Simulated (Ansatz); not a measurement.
Molecule: isobutene, C4H8, charge 0, multiplicity 1. 
Geometry from a B3LYP-D3(BJ)/def2-TZVP (Ansatz, a program for electronic structure) optimisation:
```
C
C 1 1.3301
H 2 1.0831 1 121.53
H 2 1.0831 3 116.94 1 -180.00
C 1 1.5018 2 122.22 3 0.00
H 5 1.0896 1 111.83 2 0.00
H 5 1.0944 6 108.38 1 122.37
H 5 1.0944 6 108.38 7 115.25
C 1 1.5018 2 122.22 3 -180.00
H 9 1.0896 1 111.83 2 0.00
H 9 1.0944 10 108.38 1 122.37
H 9 1.0944 10 108.38 11 115.25
```
Charge 0, spin multiplicity 1.

Basis-set convergence of Hartree-Fock and CCSD(T) correlation energies (hartree) with Ansatz. Cores are frozen in the correlated levels unless marked. No spin-orbit coupling. Non-relativistic.

| basis | functions | E(HF) | E(corr, CCSD(T)) |
|---|---|---|---|
| cc-pVDZ | 96 | -156.12410 | -0.63530 |
| cc-pVTZ | 232 | ? | ? |

Problem. Fill in the missing entries.

Solution. 
- cc-pVTZ, E(HF): -156.16855
- cc-pVTZ, E(corr, CCSD(T)): -0.75863
